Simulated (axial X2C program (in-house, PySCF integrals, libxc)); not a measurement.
## Photoelectron levels of CN⁻ by EOM-IP-CCSD

Computed with an axial X2C code built on PySCF integrals: two-component X2C with atomic mean-field Coulomb and Gaunt terms, Gaussian nuclei, basis N dyall-av3z, C dyall-av3z with contracted cores.

R = 1.171 Å (near the PBE0 minimum at charge -1 of the determinant lowest at the starting distance; the state shown can have its own minimum elsewhere).

Hartree–Fock spinors of CN⁻ (one of each Kramers pair; a window near the gap, which can cut inner shells):

| ω | occupied | ε (eV) | character |
| --- | --- | --- | --- |
| 1/2 | yes | -25.26 | 42% N s, 23% C s, 19% C p |
| 1/2 | yes | -9.27 | 52% N p, 16% N s, 13% C s |
| 1/2 | yes | -5.29 | 54% N p, 36% C p, 5% C d |
| 3/2 | yes | -5.28 | 54% N p, 36% C p, 5% C d |
| 1/2 | yes | -5.24 | 40% C p, 26% C s, 19% N p |
| 1/2 | no | 4.69 | 86% C p, 7% N p, 5% C s |
| 1/2 | no | 4.72 | 97% C p |
| 3/2 | no | 4.72 | 97% C p |
| 1/2 | no | 5.13 | 71% C s, 17% N p, 11% C p |
| 3/2 | no | 6.90 | 91% N p, 4% C d, 3% C p |
| 1/2 | no | 6.90 | 91% N p, 4% C d, 3% C p |

Vertical detachment energies of CN⁻ to the states of CN:

| Ω of CN | vertical detachment energy (eV) | above lowest (cm⁻¹) | ionised spinor | one-hole weight |
| --- | --- | --- | --- | --- |
| 1/2 | 3.963 | 0 | 38% C pσ, 25% C sσ, 21% N pσ | 0.92 |
| 3/2 | 5.275 | 10583 | 54% N pπ, 36% C pπ | 0.94 |
| 1/2 | 5.283 | 10646 | 54% N pπ, 36% C pπ | 0.94 |
| 1/2 | 7.230 | 26349 | 49% N pσ, 16% N sσ, 14% C sσ | 0.89 |

(1) How far does the lowest EOM-IP-CCSD energy lie from the Koopmans value −ε of the highest filled spinor?

(2) What is the splitting of the first π pair in the table, and is it regular or inverted?

This point took 12 s on 1 thread of Intel(R) Xeon(R) Platinum 8375C CPU @ 2.90GHz (Ice Lake), on a shared host.

Reference electrons by ω block (each with its −ω partner): 1/2: 6, 3/2: 1. 10 electrons of CN⁻ correlated (inner shells frozen), 94 natural virtual spinors (a truncated set); levels can be off by some tenths of an eV. Roots sought by Ω: (1/2: 4, 3/2: 3, 5/2: 1); the list ends where they run out and leaves out roots under 60 % one-particle weight. The solver can skip a root, and states that need a further excitation, which the method places far too high, are missing though they may lie low or lowest. T1 of the reference 0.016 (Lee–Taylor). Number of frozen shells: N 1 s; C 1 s.

## Answers

(1) 3.963 eV against 5.24 eV, a shift of -1.28 eV: relaxation of the final state lowers the energy and the loss of correlation raises it.

(2) E(3/2) − E(1/2) = 10583 − 10646 = -63 cm⁻¹ at EOM-IP-CCSD: inverted, Ω = 3/2 lower. Splittings at this level can be off by ten to twenty per cent.
